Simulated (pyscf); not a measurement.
This saddle point was located with ωB97X-D3(BJ)/def2-SVP in PySCF.

```xyz
8

As    -1.2026    -0.9667     1.1099
Ge    -0.4844     0.6203    -0.6714
H     -0.4795    -2.1326     0.4534
H     -2.5043    -1.2859     0.3910
H     -0.7870    -0.1987    -1.9359
H     -1.4224     1.7943    -0.3553
H      0.9912     0.7866    -0.2802
H      0.0541     1.8084    -2.0349
```
Charge 0, spin multiplicity 2.

Surface: doublet, charge 0. Lowest wavenumbers (cm⁻¹): 675i, 138, 240, 261, 261.

### Question
What reaction is this the transition state of?

### Answer
H₃Ge–AsH₂ (SMILES [GeH3][AsH2]) + H• (SMILES [H]) <-> AsH₂• (SMILES [AsH2]) + GeH₄ (SMILES [GeH4]), a substitution at Ge read from left to right: As–Ge broken and Ge–H formed. At ωB97M-D3(BJ)/def2-TZVP it lies +5.1 kcal/mol from the left side and +32.2 kcal/mol from the right (each side as separated species at their lowest minima found). One saddle was located; it need not be the lowest between these sides. The angle at the attacked Ge is 179°. Elements up to Kr have no core potential and no relativistic terms here.
